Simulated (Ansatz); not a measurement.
AlNH2F (SMILES [NH2][Al][F]): the vertical ionisation energy from total energies

AlNH2F: 5 atoms, total charge 0, spin state doublet. SMILES: `[NH2][Al][F]`. The shape is that of a PBE0-D4/def2-TZVP optimisation. This is one conformer, not always the lowest.

Both states at this one shape; open shells run unrestricted unless said. 1 Eh = 27.2114 eV.

```tsv
level	program	doublet AlNH2F (Eh)	singlet AlNH2F+ (Eh)
U-revPBE/STO-3G	Ansatz	-393.004815	-392.851839
U-r2SCAN/STO-3G	Ansatz	-393.031062	-392.868190
```

Q: Work out the vertical ionisation energy at each level.

A: 
1. U-revPBE/STO-3G: -392.851839 − (-393.004815) = 0.152976 Eh = 4.16 eV.
2. U-r2SCAN/STO-3G: -392.868190 − (-393.031062) = 0.162872 Eh = 4.43 eV.

No measured value is set beside it here; the levels span 4.16 to 4.43 eV. Minimal sets are far from the basis-set limit.
